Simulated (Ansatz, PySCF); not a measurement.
Dissociation curve of SMILES ClC (CH₃Cl). The C1–Cl5 bond (C1 also carries H, H, H; Cl5 carries nothing else) is pulled apart rigidly from the PBE0/def2-TZVP optimised geometry.

- UHF/cc-pVDZ (PySCF)
- RHF/cc-pVDZ (PySCF)
- UKS-CAM-B3LYP = PySCF with unrestricted CAM-B3LYP/cc-pVDZ
- RKS-CAM-B3LYP = restricted CAM-B3LYP/cc-pVDZ (PySCF)
- UKS-r2SCAN = unrestricted r2SCAN/cc-pVDZ (PySCF 2.14.0)
- RKS-r2SCAN = restricted r2SCAN/cc-pVDZ run with PySCF 2.14.0
- UKS-LDA (SVWN5) = unrestricted LDA (SVWN5)/cc-pVDZ run with PySCF 2.14.0
- RKS-LDA (SVWN5) = restricted LDA (SVWN5)/cc-pVDZ run with PySCF
- UKS-PBE = unrestricted PBE/cc-pVDZ run with Ansatz (an electronic-structure program)
- RKS-PBE = restricted PBE/cc-pVDZ (Ansatz)
- UKS-B3LYP/6-31G* = unrestricted B3LYP/6-31G*, spherical d in PySCF
- RKS-B3LYP/6-31G* = restricted B3LYP/6-31G*, spherical d in PySCF

Scanned distances (Å): 1.43, 1.49, 1.59, 1.66, 1.71, 1.77, 1.84, 1.87, 1.96, 2.05, 2.18, 2.41, 2.69, 2.96, 3.21, 3.53, 3.91, 4.35, 4.75, 5.35, 6.26.

Question: Where does the unrestricted solution first break spin symmetry (<S²> of 0.01 or more)?

Answer: UHF: between 2.18 and 2.41 Å; UKS-CAM-B3LYP: between 2.41 and 2.69 Å; UKS-r2SCAN: between 2.41 and 2.69 Å; UKS-LDA (SVWN5): between 2.96 and 3.21 Å; UKS-PBE: between 2.69 and 2.96 Å; UKS-B3LYP/6-31G*: between 2.41 and 2.69 Å.

```
R / Å  <S²> UHF  E(RHF) − E(UHF) / kJ/mol  <S²> UKS-CAM-B3LYP  E(RKS-CAM-B3LYP) − E(UKS-CAM-B3LYP) / kJ/mol  <S²> UKS-r2SCAN  E(RKS-r2SCAN) − E(UKS-r2SCAN) / kJ/mol  <S²> UKS-LDA (SVWN5)  E(RKS-LDA (SVWN5)) − E(UKS-LDA (SVWN5)) / kJ/mol  <S²> UKS-PBE  E(RKS-PBE) − E(UKS-PBE) / kJ/mol  <S²> UKS-B3LYP/6-31G*  E(RKS-B3LYP/6-31G*) − E(UKS-B3LYP/6-31G*) / kJ/mol
-----  --------  ------------------------  ------------------  --------------------------------------------  ---------------  --------------------------------------  --------------------  ------------------------------------------------  ------------  --------------------------------  ---------------------  --------------------------------------------------
1.43       0.00                       0.0                0.00                                           0.0             0.00                                     0.0                  0.00                                               0.0          0.00                               0.0                   0.00                                                 0.0
1.49       0.00                       0.0                0.00                                           0.0             0.00                                     0.0                  0.00                                               0.0          0.00                               0.0                   0.00                                                 0.0
1.59       0.00                       0.0                0.00                                           0.0             0.00                                     0.0                  0.00                                               0.0          0.00                               0.0                   0.00                                                 0.0
1.66       0.00                       0.0                0.00                                           0.0             0.00                                     0.0                  0.00                                               0.0          0.00                               0.0                   0.00                                                 0.0
1.71       0.00                       0.0                0.00                                           0.0             0.00                                     0.0                  0.00                                               0.0          0.00                               0.0                   0.00                                                 0.0
1.77       0.00                       0.0                0.00                                           0.0             0.00                                     0.0                  0.00                                               0.0          0.00                               0.0                   0.00                                                 0.0
1.84       0.00                       0.0                0.00                                           0.0             0.00                                     0.0                  0.00                                               0.0          0.00                               0.0                   0.00                                                 0.0
1.87       0.00                       0.0                0.00                                           0.0             0.00                                     0.0                  0.00                                               0.0          0.00                               0.0                   0.00                                                 0.0
1.96       0.00                       0.0                0.00                                           0.0             0.00                                     0.0                  0.00                                               0.0          0.00                               0.0                   0.00                                                 0.0
2.05       0.00                       0.0                0.00                                           0.0             0.00                                     0.0                  0.00                                               0.0          0.00                               0.0                   0.00                                                 0.0
2.18       0.00                       0.0                0.00                                           0.0             0.00                                     0.0                  0.00                                               0.0          0.00                               0.0                   0.00                                                 0.0
2.41       0.43                      16.4                0.00                                           0.0             0.00                                     0.0                  0.00                                               0.0          0.00                               0.0                   0.00                                                 0.0
2.69       0.77                      78.0                0.30                                           6.2             0.16                                     1.5                  0.00                                               0.0          0.00                               0.0                   0.07                                                 0.3
2.96       0.91                     145.8                0.62                                          34.9             0.50                                    18.9                  0.00                                               0.0          0.22                               1.9                   0.46                                                15.1
3.21       0.96                     204.5                0.78                                          67.5             0.67                                    40.3                  0.27                                               2.4          0.51                              13.8                   0.65                                                36.6
3.53       1.00                     269.6                0.90                                         107.9             0.79                                    65.6                  0.57                                                 —          0.68                              32.1                   0.78                                                63.5
3.91       1.01                     331.6                0.97                                         149.2             0.87                                       —                  0.72                                                 —          0.78                              50.0                   0.87                                                89.4
4.35       1.01                     385.0                1.00                                         186.0             0.91                                       —                  0.79                                                 —          0.84                              64.0                   0.92                                               110.8
4.75       1.01                     419.5                1.00                                         209.9             0.93                                       —                  0.82                                                 —          0.86                              71.9                   0.95                                               123.8
5.35       1.01                     454.0                1.00                                         233.2             0.95                                       —                  0.84                                                 —          0.88                              78.3                   0.97                                               135.9
6.26       1.01                     484.7                1.00                                         252.8             0.95                                       —                  0.86                                                 —          0.89                              81.9                   0.99                                               144.9
```

Dashes: no converged value, or the column stops at the first point that the program doubted or that broke a chosen test of continuity, which isn't proof of a fault.
